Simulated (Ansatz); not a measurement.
How far each method lies from UCCSDTQ for HSiCl, triplet

Geometry: that of the HSiCl, singlet, kept fixed. The singlet lies 1.7 eV lower here.

```xyz
3

Si    0.0000   -0.0890    1.1358
Cl    0.0000    0.0300   -0.9381
H     0.0000    1.4253    1.3486
```

Basis cc-pVDZ; Ansatz 0.2.0. Correlated methods freeze the noble-gas cores, which leaves 12 electrons in 31 orbitals. Prefix R: restricted or restricted open-shell reference; prefix U: unrestricted. Active spaces: valence = (12e, 9o) chosen from the atoms' valence shells.

Full CI isn't at hand for all of this; UCCSDTQ serves as the reference, and is uncertain by about the last step of the cluster series. The frozen core follows each run's orbitals, which can shift R against U totals by a few meV.

For open shells CISD is restricted-active-space CI with the open shells as a complete middle space.

The UHF ⟨S²⟩ is 2.007, the T1 diagnostic (RCCSD) is 0.0267 and the largest doubles amplitude (RCCSD) is 0.033. The T1 diagnostic (UCCSD) is 0.0213.

```
                   level  E − E(UCCSDTQ) (kJ/mol)  share of correlation (%)       wall time
                     RHF                    614.0                      0.00               –
                     UHF                    608.3                      0.93               –
                    RMP2                     90.5                     85.27               –
                    UMP2                     89.4                     85.44               –
                    CISD                     61.0                     90.06           2.2 s
                   RCCSD                     18.0                     97.07               –
                   UCCSD                     17.9                     97.09               –
                RCCSD(T)                      3.5                     99.43           1.8 s
                UCCSD(T)                      3.5                     99.43           1.6 s
                 BCCD(T)                      3.5                     99.43           2.2 s
                  RCCSDT                      1.2                     99.81               –
                  UCCSDT                      1.1                     99.82               –
               RCCSDT(Q)                      0.1                     99.99            22 s
               UCCSDT(Q)                     -0.1                    100.01            18 s
                 RCCSDTQ                      0.0                     99.99  1.9 min (H100)
  CASSCF (valence space)                    527.3                     14.12               –
  NEVPT2 (valence space)                    119.8                     80.49           3.3 s
  MRCISD (valence space)                     44.8                     92.71               –
MRCISD+Q (valence space)                      5.2                     99.15           5.5 s
```

The correlation energy at UCCSDTQ, counted from RHF, is -6.364 eV. That run took 84 s on 2 threads of AMD EPYC 7R13 with a shared H100 80 GB, shared host.

Times hold each run's SCF and search for its determinant on a shared host, so for small cases they say little of a method's own cost; rows without a card ran on 1 thread of AMD EPYC 7R13.

Natural occupations of CASSCF (valence space) about the gap: 1.997 1.983 1.971 1.005 1.002 0.026 0.020; effectively unpaired electrons, Σ n²(2−n)², 2.01.
